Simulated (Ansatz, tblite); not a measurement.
Spin states of P3⁺ (the lowest singlet isomer of a short search), each relaxed with PBE0-D4/def2-TZVP in Ansatz. Electronic energies in the gas phase.

The xTB rows come from tblite. LC-ωPBE has ω = 0.4 bohr⁻¹. Correlated methods freeze 15 core orbitals. In CCSD on the charge 1 triplet the largest single amplitude is 0.17, so its Hartree–Fock determinant may place the open shell otherwise than the density functionals do. The structure comes from a short search, and lower isomers may exist.

Singlet geometry (D3h within 0.1 Å):

```xyz
3

P     0.797    0.792   -0.442
P    -0.806    0.353    0.827
P     0.008   -1.144   -0.385
```

Triplet geometry (C2v within 0.1 Å):

```xyz
3

P    -0.165   -0.662   -0.834
P     1.030   -0.385    0.798
P    -0.865    1.047    0.036
```

Quintet geometry (D3h within 0.1 Å):

Cartesian coordinates in Å:
```
P -1.2536 0.1236 0.0626
P 0.5671 -0.1153 -1.1207
P 0.6865 -0.0083 1.0580
```

⟨S²⟩: triplet 2.08 at PBE0-D4/def2-TZVP (pure 2.00), quintet 6.01 at PBE0-D4/def2-TZVP (pure 6.00).

Run but left out: HF/STO-3G, HF/def2-TZVP, HF/def2-TZVPP, MP2/def2-TZVP, MP2/def2-TZVPP (triplet: ⟨S²⟩ 2.43 to 2.62, where a pure state has 2.00).

Only these spin states were relaxed.

```csv
level,triplet − singlet (kJ/mol),quintet − singlet (kJ/mol),lowest of these,remarks
LDA (SPW92)/def2-TZVP,185.8,463.7,singlet,–
PBE-D4/def2-TZVP,168.9,435.7,singlet,–
revPBE-D4/def2-TZVP,165.7,430.3,singlet,–
r2SCAN-D4/def2-TZVP,162.2,427.1,singlet,–
r2SCAN0-D4/def2-TZVP,163.9,425.9,singlet,spin-contaminated (⟨S²⟩ 2.13) (triplet)
CCSD/def2-TZVPP,182.4,456.2,singlet,"large T1 (0.053) (triplet), spin-contaminated (⟨S²⟩ 2.43) (triplet)"
```

(1) Estimate the rows for GFN2-xTB, PBE0-D4/def2-TZVP, BHLYP-D4/def2-TZVP, LC-ωPBE/def2-TZVP, RPA@PBE/def2-TZVP, CCSD(T)/def2-TZVPP.

## Answers

(1) 
| level | triplet − singlet (kJ/mol) | quintet − singlet (kJ/mol) | lowest of these | remarks |
| --- | --- | --- | --- | --- |
| GFN2-xTB | 180.1 | 448.7 | singlet | – |
| PBE0-D4/def2-TZVP | 174.1 | 438.0 | singlet | – |
| BHLYP-D4/def2-TZVP | 174.1 | 441.0 | singlet | spin-contaminated (⟨S²⟩ 2.13) (triplet) |
| LC-ωPBE/def2-TZVP | 175.5 | 429.1 | singlet | spin-contaminated (⟨S²⟩ 2.18) (triplet) |
| RPA@PBE/def2-TZVP | 176.6 | 438.2 | singlet | – |
| CCSD(T)/def2-TZVPP | 188.2 | 477.1 | singlet | large T1 (0.053) (triplet), spin-contaminated (⟨S²⟩ 2.43) (triplet) |

The xTB methods have no spin-polarisation term.
